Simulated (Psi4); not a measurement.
This Psi4 input (B3LYP/cc-pVTZ) gives -40.53825 Eh with 86 basis functions.

```
memory 2025 MB

molecule {
0 1
C    -0.00000000    0.00000000   -0.00000000
H     0.62054657    0.62688914    0.63896175
H    -0.64285838   -0.62489528    0.61852983
H     0.63693263   -0.63278043   -0.61664082
H    -0.61462083    0.63078657   -0.64085076
}

set {
  basis cc-pvtz
  scf_type df
}

energy('b3lyp')
print_variables()
```

Change:
```diff
- basis cc-pvtz
+ basis def2-qzvppd
```

**Question.** What does the run give now?

**Answer.** -40.54234 Eh (B3LYP/def2-QZVPPD, 195 functions), a change of -4.09 mEh.
